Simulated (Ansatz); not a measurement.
Molecular dynamics, step by step

CH2OS (SMILES O=CS), closed shell, PBE0-D4/def2-SVP (Ansatz 0.2.0). Settings (timestep in fs, temperature in K; T counts 9 degrees of freedom):

```yaml
hamiltonian: {xc: pbe0, dispersion: d4}
md: {n_steps: 80, timestep: 0.25, temperature: 300, ensemble: nve, seed: 639, initial_velocities: maxwell_boltzmann}
```

Start (the SMILES describes the start alone):

```
atom    x (Å)    y (Å)    z (Å)
  O1  -0.6948  -0.6033   1.0539
  C2  -0.4400  -0.3671  -0.0859
  S3   0.8379   0.7138  -0.6177
  H4  -0.9628  -0.7873  -0.9538
  H5   1.2597   1.0439   0.6034
```

```tsv
step	time (fs)	potential energy less the start (meV)	kinetic energy (meV)	T (K)
0	0.00	0.0	116.3	300
5	1.25	16.3	100.1	258
10	2.50	26.1	90.2	233
15	3.75	31.5	84.8	219
20	5.00	39.5	76.9	198
25	6.25	44.2	72.2	186
30	7.50	38.6	77.8	201
35	8.75	28.4	88.0	227
40	10.00	28.8	87.5	226
45	11.25	45.1	71.3	184
50	12.50	60.9	55.5	143
55	13.75	58.8	57.6	149
60	15.00	46.0	70.4	181
65	16.25	41.9	74.4	192
70	17.50	52.4	64.0	165
75	18.75	67.8	48.6	125
80	20.00	78.5	37.9	98
```

Step 25, positions (Å) and forces (eV/Å):

```json
{"atom": "O1", "x": "-0.712", "y": "-0.612", "z": "1.054", "Fx": "-0.455", "Fy": "-0.300", "Fz": "1.904"}
{"atom": "C2", "x": "-0.450", "y": "-0.377", "z": "-0.065", "Fx": "0.394", "Fy": "-0.126", "Fz": "-1.916"}
{"atom": "S3", "x": "0.847", "y": "0.727", "z": "-0.626", "Fx": "0.101", "Fy": "-0.002", "Fz": "0.150"}
{"atom": "H4", "x": "-0.977", "y": "-0.900", "z": "-0.932", "Fx": "0.400", "Fy": "0.618", "Fz": "0.275"}
{"atom": "H5", "x": "1.389", "y": "1.010", "z": "0.605", "Fx": "-0.439", "Fy": "-0.191", "Fz": "-0.412"}
```

Step 40, positions (Å) and forces (eV/Å):

```json
{"atom": "O1", "x": "-0.728", "y": "-0.621", "z": "1.075", "Fx": "0.325", "Fy": "0.341", "Fz": "-1.098"}
{"atom": "C2", "x": "-0.448", "y": "-0.382", "z": "-0.076", "Fx": "0.238", "Fy": "-0.197", "Fz": "1.441"}
{"atom": "S3", "x": "0.852", "y": "0.734", "z": "-0.632", "Fx": "-0.242", "Fy": "-0.318", "Fz": "0.046"}
{"atom": "H4", "x": "-0.954", "y": "-0.899", "z": "-0.919", "Fx": "0.011", "Fy": "0.261", "Fz": "-0.270"}
{"atom": "H5", "x": "1.413", "y": "0.970", "z": "0.585", "Fx": "-0.332", "Fy": "-0.087", "Fz": "-0.120"}
```

Step 65, positions (Å) and forces (eV/Å):

| atom | x | y | z | Fx | Fy | Fz |
| --- | --- | --- | --- | --- | --- | --- |
| O1 | -0.747 | -0.630 | 1.086 | 0.557 | 0.285 | -1.385 |
| C2 | -0.439 | -0.392 | -0.056 | -0.146 | 0.038 | 0.244 |
| S3 | 0.858 | 0.743 | -0.643 | -0.504 | -0.666 | 0.415 |
| H4 | -0.930 | -0.843 | -0.974 | 0.065 | 0.162 | 0.605 |
| H5 | 1.396 | 0.896 | 0.582 | 0.028 | 0.182 | 0.121 |

Last step (80):

| atom | x (Å) | y (Å) | z (Å) |
| --- | --- | --- | --- |
| O1 | -0.7517 | -0.6316 | 1.0761 |
| C2 | -0.4334 | -0.3973 | -0.0332 |
| S3 | 0.8586 | 0.7448 | -0.6486 |
| H4 | -0.9266 | -0.7991 | -0.9630 |
| H5 | 1.3895 | 0.8801 | 0.6180 |

Hardware: 2 CPU threads of an AMD EPYC 7B13, shared host. Wall time about 38 s.
